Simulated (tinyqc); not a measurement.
Born-Oppenheimer dynamics on the RHF/sto-3g surface (energies and gradients from PySCF), for LiH, spin multiplicity 1, step by step. Computed by tinyqc, a small Python program that keeps every step (integrals from PySCF). Settings: charge = 0, multiplicity = 1, basis = sto-3g, time step (fs) = 2.0, steps = 16. Command: `OMP_NUM_THREADS=1 python tinyqc.py 24472 24473 out.jsonl` (the two numbers bound the seeds that draw the settings). One thread of a shared host (Intel(R) Xeon(R) Processor @ 2.60GHz), about 0.9 s of CPU time with the checks.

positions (bohr):
```
,x,y,z
1Li,0.00000,0.00000,0.00000
2H,0.00000,0.00000,2.71176
```

The total energy should stay constant up to terms of order dt^2; the step counts as short enough if it moves by less than 2 % of the largest kinetic energy.

Trajectory:
```
time (fs),1Li-2H (angstrom),potential (hartree),kinetic (hartree),total (hartree)
0.00000,1.43500,-7.8620974,0.0000094,-7.8620880
2.00000,1.45789,-7.8627703,0.0005832,-7.8621871
4.00000,1.50908,-7.8633815,0.0011251,-7.8622564
6.00000,1.56113,-7.8628813,0.0006942,-7.8621871
8.00000,1.59004,-7.8621737,0.0000609,-7.8621128
10.00000,1.58393,-7.8623469,0.0002169,-7.8621300
12.00000,1.54525,-7.8631441,0.0009253,-7.8622188
14.00000,1.49036,-7.8632936,0.0010425,-7.8622511
16.00000,1.44590,-7.8624505,0.0003089,-7.8621416
18.00000,1.43677,-7.8621589,0.0000614,-7.8620976
20.00000,1.46849,-7.8629948,0.0007781,-7.8622167
22.00000,1.52248,-7.8633542,0.0011052,-7.8622490
24.00000,1.57081,-7.8626765,0.0005122,-7.8621643
26.00000,1.59191,-7.8621181,0.0000108,-7.8621074
28.00000,1.57727,-7.8625218,0.0003739,-7.8621479
30.00000,1.53273,-7.8632845,0.0010467,-7.8622378
32.00000,1.47770,-7.8631472,0.0009119,-7.8622353
```

Is the time step short enough?

No. The total energy moves within 1.7e-04 hartree; that is over 2 % of the largest kinetic energy, so the time step is too long.
